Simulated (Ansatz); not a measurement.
**C₂H₄ (singlet): from Hartree-Fock to the top rungs, cc-pVDZ**

The task here is to estimate one member of a computed series from the others.

The runs use Ansatz 0.2.0, Gaussian basis; cc-pVDZ, core rule «outside noble gas», up to 2 orbitals frozen.

Plan: UHF; CCSD(T) on RHF; CCSDT(Q) on RHF; CCSDTQ on RHF.

2 further runs of the same task are left out: 2 set aside as unsound or not needed.

### The system

The geometry is an MP2(full)/6-31G* stationary point (not a proven minimum).

6 atoms, charge 0, spin multiplicity 1.

Atoms are counted from 1 here; the program's logs count them from 0.

Bond lengths: C1–C2 1.335 Å, C1–H3 1.085 Å, C1–H4 1.085 Å, C2–H5 1.085 Å, C2–H6 1.085 Å. Angles: C2–C1–H3 121.7°, C2–C1–H4 121.7°, H3–C1–H4 116.6°, C1–C2–H5 121.7°, C1–C2–H6 121.7°, H5–C2–H6 116.6°.

Set-up of the first run:

Input file in.yaml:

```yaml
crystal:
  periodic: [false, false, false]
  atoms:
    - {symbol: C, position_ang: [0.000000, 0.000000, 0.667480]}
    - {symbol: C, position_ang: [0.000000, 0.000000, -0.667480]}
    - {symbol: H, position_ang: [0.000000, 0.922832, 1.237695]}
    - {symbol: H, position_ang: [0.000000, -0.922832, 1.237695]}
    - {symbol: H, position_ang: [0.000000, 0.922832, -1.237695]}
    - {symbol: H, position_ang: [0.000000, -0.922832, -1.237695]}
basis:
  gaussian: {orbitals: cc-pVDZ}
magnetization: {spin_polarized: true, initial_magnetization: 0}
hamiltonian: {xc: hf}
output: {orbitals: {seedname: orbitals}}
```

Command:

```console
> ansatz run in.yaml --threads 1 --pin off --events-out ev --progress --plain --max-ram 3956MiB --backend cpu
```

Steps of the session up to this table: UHF; CCSD(T) on RHF; CCSDT(Q) on RHF; CCSDTQ on RHF.

One of the session's tables, all rows but one given; the rest of the session is left out.

| method | from RCCSDTQ (meV) |
| --- | --- |
| RHF | +8604.4 |
| RMP2 | +1121.9 |
| RCCSD | +300.2 |
| RCCSD(T) | +33.1 |
| RCCSDT | ? |
| RCCSDT(Q) | -1.2 |
| RCCSDTQ | 0 |

Q: Estimate the row for RCCSDT from the others.

**Answer.** from RCCSDTQ (meV): +15.9. In the column «from RCCSDTQ (meV)» it lies between RCCSDTQ (0) and RCCSD(T) (+33.1).

With the free atoms at the same levels and basis (separate runs), the atomisation energy is 22.794 eV at RCCSDTQ, 22.777 eV at RCCSD(T), 18.223 eV at RHF.
